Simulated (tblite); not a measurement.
Species: C₄H₇F.
SMILES with atom numbers: `[F:1][CH:2]1[CH2:3][CH2:4][CH2:5]1` (hydrogens: H6 on C2; H7, H8 on C3; H9, H10 on C4; H11, H12 on C5)

Computed with GFN2-xTB (tblite), gas phase: Langevin dynamics at 600 K from the optimised GFN2-xTB geometry, time step 0.5 fs, friction 0.01 fs⁻¹, 2000 steps. The instantaneous temperature is 2·E(kin)/(3Nk) with all 3N coordinates.

```csv
t (fs),T (K),E(pot) above start (eV),F1–C2 (Å),C2–C3 (Å),C3–C4 (Å),C4–C5 (Å),C2–C5 (Å),C2–H6 (Å)
0,523,0.000,1.375,1.532,1.538,1.538,1.532,1.093
25,362,0.599,1.418,1.538,1.566,1.506,1.549,1.125
50,584,0.449,1.382,1.482,1.541,1.535,1.530,1.108
75,394,0.630,1.399,1.494,1.512,1.556,1.531,1.103
100,480,0.549,1.434,1.504,1.605,1.585,1.531,1.110
125,595,0.753,1.312,1.537,1.646,1.525,1.548,1.084
150,529,0.622,1.343,1.568,1.591,1.536,1.551,1.084
175,535,0.971,1.358,1.529,1.491,1.651,1.523,1.119
200,811,0.675,1.357,1.598,1.499,1.582,1.503,1.112
225,635,0.985,1.348,1.559,1.489,1.452,1.626,1.112
250,668,1.125,1.428,1.466,1.563,1.535,1.632,1.120
275,721,1.401,1.373,1.593,1.629,1.575,1.554,1.111
300,892,0.688,1.358,1.553,1.560,1.540,1.567,1.057
325,636,1.177,1.407,1.561,1.503,1.518,1.574,1.055
350,783,0.902,1.439,1.519,1.556,1.556,1.517,1.124
375,601,0.987,1.499,1.487,1.528,1.559,1.500,1.143
400,743,0.896,1.353,1.530,1.481,1.591,1.546,1.156
425,659,0.873,1.361,1.556,1.521,1.534,1.566,1.060
450,558,1.253,1.334,1.476,1.595,1.697,1.494,1.059
475,731,0.810,1.391,1.496,1.522,1.566,1.593,1.076
500,751,0.696,1.403,1.485,1.538,1.456,1.593,1.118
525,871,0.786,1.368,1.487,1.564,1.552,1.490,1.146
550,475,1.087,1.550,1.563,1.582,1.560,1.492,1.085
575,745,0.603,1.465,1.564,1.590,1.578,1.537,1.037
600,619,0.826,1.296,1.536,1.539,1.577,1.533,1.086
625,442,1.114,1.505,1.511,1.528,1.637,1.551,1.081
650,772,0.757,1.445,1.489,1.527,1.567,1.507,1.092
675,578,1.109,1.279,1.504,1.478,1.511,1.541,1.130
700,653,0.810,1.450,1.472,1.573,1.593,1.539,1.069
725,694,0.751,1.452,1.536,1.561,1.604,1.537,1.122
750,590,0.588,1.369,1.581,1.508,1.558,1.524,1.192
775,461,0.456,1.329,1.596,1.547,1.534,1.517,1.076
800,341,0.695,1.384,1.606,1.553,1.500,1.508,1.065
825,540,0.555,1.343,1.501,1.552,1.507,1.553,1.080
850,623,0.583,1.321,1.532,1.594,1.503,1.569,1.137
875,490,0.765,1.389,1.644,1.588,1.516,1.576,1.144
900,562,0.786,1.419,1.635,1.539,1.536,1.585,1.073
925,591,0.842,1.384,1.490,1.573,1.515,1.507,1.089
950,665,0.882,1.339,1.451,1.475,1.499,1.536,1.120
975,535,1.027,1.381,1.537,1.467,1.469,1.610,1.143
1000,536,0.976,1.346,1.489,1.577,1.606,1.594,1.126
```

**Question.** From 500 fs on, how do temperature and potential energy compare with equipartition?

**Answer.** The mean temperature of these 21 frames is 597 K against the target 600 K, and the mean potential energy 0.80 eV against 30 × kT/2 = 0.78 eV for 30 classical harmonic modes. For 12 atoms in a canonical ensemble the temperature itself scatters by T·√(2/(3N)) = 141 K; here its standard deviation is 123 K. The whole run lasts only 10 friction times of 100 fs, so these averages carry a wide statistical error.

**Question.** What are the kinetic and total energies of the listed frame with the highest potential energy?

**Answer.** The one at 275 fs, 1.401 eV above the start. Its kinetic energy is 3NkT/2 = 1.118 eV at 721 K, so the sum is 2.52 eV; over the listed frames the sum runs from 0.81 to 2.52 eV, since the thermostat adds and removes energy.

**Question.** How much do the listed bonds fluctuate from 500 fs on?

**Answer.** 
```tsv
bond	at the start (Å)	mean (Å)	standard deviation (Å)
F1–C2	1.375	1.391	0.067
C2–C3	1.532	1.534	0.053
C3–C4	1.538	1.545	0.037
C4–C5	1.538	1.542	0.046
C2–C5	1.532	1.543	0.034
C2–H6	1.093	1.105	0.036
```

The motion is classical and holds no zero-point motion.

The cost below is that of the whole dynamics run. On an Arm Neoverse V2 with one thread (shared host), this took 4.9 s and 0.18 GiB of memory at its peak.
